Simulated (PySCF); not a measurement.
The first ionisation energy along the alkaline earths

Calculated with PySCF 2.14 from differences of total energies of unrestricted determinants, without spin-orbit coupling. Values in eV. The last column holds reference values (NIST; (s) semi-empirical, (t) theoretical, else measured). Unmarked ones compare directly (S terms, centres of terms, or small fine structure); those marked * lie between the lowest fine-structure levels and include a spin-orbit shift.

| element | configurations | UHF | LDA | PBE | PBE0 | CCSD(T) (valence and next inner shell) | CCSD(T) (valence) | reference |
| --- | --- | --- | --- | --- | --- | --- | --- | --- |
| Be (def2-QZVPPD, non-relativistic) | [He] 2s2 → [He] 2s1 | 8.043 | 9.026 | 8.996 | 8.971 | 9.291 | 9.283 | 9.323 |
| Mg (def2-QZVPPD, non-relativistic) | [Ne] 3s2 → [Ne] 3s1 | 6.606 | 7.719 | 7.613 | 7.542 | 7.610 | 7.525 | 7.646 |
| Ca (def2-QZVPPD, non-relativistic) | [Ar] 4s2 → [Ar] 4s1 | 5.117 | 6.209 | 6.069 | 5.993 | 6.061 | 5.900 | 6.113 |
| Sr (def2-QZVPPD with the def2 core potential (28 electrons), ECP) | [Kr] 5s2 → [Kr] 5s1 | 4.743 | 5.863 | 5.699 | 5.614 | 5.653 | 5.449 | 5.695 |
| Ba (def2-QZVPPD with the def2 core potential (46 electrons), ECP) | [Xe] 6s2 → [Xe] 6s1 | 4.260 | 5.346 | 5.180 | 5.098 | 5.113 | 4.909 | 5.212 |

| method | elements | mean error (eV) | mean absolute error (eV) | largest error (eV) |
| --- | --- | --- | --- | --- |
| UHF | 5 | -1.044 | 1.044 | -1.280 |
| LDA | 5 | 0.035 | 0.153 | -0.296 |
| PBE | 5 | -0.086 | 0.088 | -0.326 |
| PBE0 | 5 | -0.154 | 0.154 | -0.352 |
| CCSD(T) (valence and next inner shell) | 5 | -0.052 | 0.052 | -0.099 |
| CCSD(T) (valence) | 5 | -0.184 | 0.184 | -0.303 |

Errors include the incompleteness of the basis and the frozen core.

"Valence" correlates the outer s and p shells and, in groups 3 to 12 and the f block, the outer d or f shell, open or full, or the next shell where the ion has no valence electron left; the wider scheme adds the next inner shell.
